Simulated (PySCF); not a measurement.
## C5H5N: core ionisation energies

Compound: C5H5N.
Cartesian coordinates in Å at the GFN2-xTB level; atoms count from 1:
```
atom  x, y, z in Å
C1     2.110    0.926   -0.567
C2     0.951    0.634   -0.451
C3    -0.386    0.189   -0.297
C4    -1.426    1.025   -0.397
C5    -0.576   -1.245   -0.019
N6     0.302   -2.136    0.100
H7     3.110    1.226   -0.675
H8    -1.293    2.075   -0.599
H9    -2.436    0.672   -0.278
H10   -1.611   -1.559    0.096
H11    1.261   -1.804   -0.014
```

Computed, not measured: delta-SCF UKS SCAN, pcX-2 on the ionised atom, pcseg-1 elsewhere, spin-free X2C (PySCF 2.14.0). Each binding energy is the total energy of the core-ionised species, with the hole localised on one atom, minus that of the ground state; both are solved self-consistently, so orbital relaxation is included.

Question: What binding energy does each computed site have?

Answer: 
```csv
atom(s),environment,level,binding energy (eV),above the level's lowest (eV),count
C4,terminal =CH2 carbon,C 1s,290.56,0.00,1
C1,terminal alkyne carbon,C 1s,290.56,0.00,1
C2,alkyne carbon,C 1s,291.08,+0.52,1
C3,fully substituted alkene carbon,C 1s,291.77,+1.21,1
C5,imine carbon,C 1s,292.05,+1.49,1
N6,imine nitrogen,N 1s,404.33,0.00,1
```

Lowest listed C 1s: C4, bonded to C (double bond) and 2 H. Highest, 1.49 eV above it: C5, bonded to N (double bond), C and H. The widest gap between neighbouring values is 0.69 eV, between 291.08 and 291.77 eV. The values 290.56 and 290.56 eV lie too close for their order to be trusted.

Question: Give the binding energy of C 1s of C2 in hartree and in kJ/mol.

Answer: 291.08 eV = 10.6970 Eh = 28085 kJ/mol.

Question: Which photon wavelength matches the C 1s of C2 threshold?

Answer: λ = hc/E = 12398.42 eV Å / 291.08 eV = 42.595 Å.

The unrestricted hole states depart most from a pure doublet (⟨S²⟩ = 0.75; over 0.85 named) for C 1s of C1 (0.85), C 1s of C2 (0.91), C 1s of C3 (0.93) and C 1s of C5 (0.93), which makes these values less certain. Isolated species at its GFN2-xTB geometry (one conformer only).

Hardware: Arm Neoverse N1, one thread (shared host). Cost: 1.9 min.
